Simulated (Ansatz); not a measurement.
# CH2N+ (quintet): the correlation ladder, cc-pVDZ

Aim: climb from Hartree-Fock through coupled cluster and multireference methods for CH2N+ (quintet) at one geometry and basis, and see what each rung misses.

Computed with Ansatz 0.2.0, Gaussian basis. Level: cc-pVDZ, core rule «outside noble gas», up to 2 orbitals frozen.

To be run: UHF; CCSD(T) on ROHF; CCSD(T) on UHF; BCCD(T) on ROHF; CISD; CCSDT(Q) on ROHF; CCSDT(Q) on UHF; CASSCF and MRCISD+Q, 10 electrons in 10 orbitals; CASSCF and NEVPT2, 10 electrons in 10 orbitals.

15 further runs of the same task are left out: 6 that didn't finish, 9 set aside as unsound or not needed.

## Step 1: The geometry

The geometry is a PBE0/def2-TZVP stationary point (not a proven minimum) of the parent state, kept for this charge and spin.

4 atoms, charge 1, spin multiplicity 5.

Atoms are counted from 1 here; the program's logs count them from 0.

Bond lengths: N1–C2 1.434 Å, N1–H3 1.028 Å, C2–H4 1.090 Å. Angles: C2–N1–H3 110.2°, N1–C2–H4 121.0°.

## Step 2: UHF

Contents of in.yaml:

```yaml
crystal:
  periodic: [false, false, false]
  atoms:
    - {symbol: N, position_ang: [-0.030066, -0.130755, 0.661245]}
    - {symbol: C, position_ang: [0.116167, 0.102607, -0.745850]}
    - {symbol: H, position_ang: [-0.282647, 0.742725, 1.141042]}
    - {symbol: H, position_ang: [-0.683794, -0.148384, -1.442336]}
basis:
  gaussian: {orbitals: cc-pVDZ}
total_charge: 1
magnetization: {spin_polarized: true, initial_magnetization: 4}
hamiltonian: {xc: hf}
output: {orbitals: {seedname: orbitals}}
```

The run is started by

```
> ansatz run in.yaml --threads 1 --pin off --events-out ev --progress --plain --max-ram 2393MiB
```

Further steps of the session: CCSD(T) on ROHF; CCSD(T) on UHF; BCCD(T) on ROHF; CISD; CCSDT(Q) on ROHF; CCSDT(Q) on UHF; CASSCF and MRCISD+Q, 10 electrons in 10 orbitals; CASSCF and NEVPT2, 10 electrons in 10 orbitals.

Before running them: what should the planned runs give, taken together? Wanted: UCCSDT(Q) below the RHF energy; RMP2 from UCCSDT(Q); UMP2 from UCCSDT(Q); RCCSD from UCCSDT(Q); RCCSD(T) from UCCSDT(Q); UCCSD(T) from UCCSDT(Q); RCCSDT(Q) from UCCSDT(Q); NEVPT2 valence from UCCSDT(Q); MRCISD+Q valence from UCCSDT(Q).

As calculated:

```
                         quantity                                                                     value
   UCCSDT(Q) below the RHF energy                                                                -5.7230 eV
              RMP2 from UCCSDT(Q)                                                           +23.35 kcal/mol
              UMP2 from UCCSDT(Q)                                                           +23.34 kcal/mol
             RCCSD from UCCSDT(Q)                                                            +3.03 kcal/mol
          RCCSD(T) from UCCSDT(Q)                                                            +0.63 kcal/mol
          UCCSD(T) from UCCSDT(Q)                                                            +0.59 kcal/mol
         RCCSDT(Q) from UCCSDT(Q)                                                            +0.05 kcal/mol
    NEVPT2 valence from UCCSDT(Q)                                                           +18.59 kcal/mol
  MRCISD+Q valence from UCCSDT(Q)                                                            +0.82 kcal/mol
levels within 1 kcal/mol (43 meV)  RCCSD(T), UCCSD(T), BCCD(T), RCCSDT, UCCSDT, RCCSDT(Q), MRCISD+Q valence
                    T1 diagnostic                                                                     0.018
   effectively unpaired electrons                                                                      4.01
```

In words: RCCSD(T) lands +0.63 kcal/mol from the yardstick (0.5 % of the correlation energy). One determinant dominates. Of the multireference levels listed MRCISD+Q valence comes nearest in total energy (+0.82 kcal/mol), which doesn't show that its space is the better one. These misses are within one basis, not against nature; the frozen cores of restricted and unrestricted runs differ, which can shift their rows.
